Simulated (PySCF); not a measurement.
Simulated absorption spectrum

C3H9P.
SMILES: `CP(C)C`

Computed, not measured: TDDFT CAM-B3LYP/def2-SVPD, vertical, gas phase, core orbitals frozen in the response in PySCF. Isolated species at its PBE0-D3(BJ)/def2-SVP geometry, gas phase.

Computed states:

```json
{"state": "S1", "E (eV)": "6.36", "f": "0.0009"}
{"state": "S2", "E (eV)": "6.60", "f": "0.113"}
{"state": "S3", "E (eV)": "6.60", "f": "0.114"}
{"state": "S4", "E (eV)": "7.52", "f": "0.315"}
{"state": "S5", "E (eV)": "7.90", "f": "0.0000"}
```

Each state is given a Gaussian of 0.3 eV full width at half maximum, with ε(max) = 2.175×10⁸ f / Δν̃ (Δν̃ the width in cm⁻¹). The width is an assumption, not a result. The curve ends short of the highest state used, and states not computed would add to its high-energy end.

(1) What does the envelope look like, and where are its maxima?

(2) On this curve, what absorbance would a 10⁻⁵ mol/L sample give at 193 nm over a 1 cm path?

(3) Coming from long wavelengths, where does ε first pass 100 L mol⁻¹ cm⁻¹?

Results:

(1) 
(λ (nm), ε (L mol⁻¹ cm⁻¹)): (169.9, 6371), (170.6, 4129), (171.3, 2543), (172.0, 1490), (172.8, 763), (173.5, 405), (174.2, 209), (174.9, 111), (175.7, 72), (176.4, 86), (177.1, 146), (177.8, 272), (178.6, 537), (179.3, 931), (180.0, 1538), (180.7, 2422), (181.5, 3845), (182.2, 5485), (182.9, 7483), (183.7, 10117), (184.4, 12584), (185.1, 15015), (185.8, 17201), (186.6, 19137), (187.3, 20153), (188.0, 20434), (188.7, 19966), (189.5, 18603), (190.2, 16839), (190.9, 14728), (191.6, 12457), (192.4, 9886), (193.1, 7808), (193.8, 5981), (194.5, 4449), (195.3, 3065), (196.0, 2150), (196.7, 1471), (197.5, 927), (198.2, 605), (198.9, 388), (199.6, 245), (200.4, 143), (201.1, 88), (201.8, 54), (202.5, 33), (203.3, 19), (204.0, 12), (204.7, 7), (205.4, 4), (206.2, 2), (206.9, 2), (207.6, 1), (208.3, 1), (209.1, 0), (209.8, 0)

Maxima: 188 nm (6.60 eV), ε about 20000, made up of S2 (50%) and S3 (50%) (ε in L mol⁻¹ cm⁻¹; maxima over ε = 5, shares over 10%). At its high-energy end, 7.30 eV, the curve is still rising (ε about 6600, from S4).

(2) 193 nm is 6.424 eV, where ε is about 8100 L mol⁻¹ cm⁻¹, so A = ε c l ≈ 0.081 (Beer–Lambert, with the gas-phase spectrum and the assumed width).

(3) At about 201 nm (6.17 eV), 0.19 eV below S1.
